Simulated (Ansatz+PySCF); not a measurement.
Results of a calculation; reference values are marked as such.
## Several solutions for singlet BH in separate pieces

```xyz
2

B     0.0000    0.0000   -0.6262
H     0.0000    0.0000    3.1309
```

Basis set: cc-pVDZ (spherical functions). Charge 0, multiplicity 1.

PBE0 (unrestricted) was run from several starts with Ansatz (development build ahead of 0.2.0) and PySCF 2.14.0.

| run | program | start | converged | energy (hartree) | <S²> |
| --- | --- | --- | --- | --- | --- |
| A | PySCF | program defaults | no | – | – |
| B | Ansatz | atomic start, no search | yes | -25.11702 | 0.99 |
| C | Ansatz | search for the lowest state | yes | -25.11702 | 0.99 |
| D | Ansatz | stability test followed | yes | -25.11702 | 0.99 |
| E | PySCF | program defaults | no | – | – |
| F | PySCF | guess minao, instabilities followed | yes | -25.11701 | 0.99 |

(1) Which runs reached the lowest solution of this kind, and what is wrong with the others?

Results:

(1) B, C, D, F reached the lowest solution found. Not converged: A, E. Caution: charge can spread falsely over distant fragments. Caution: the unrestricted determinant is a mixture of spin states.
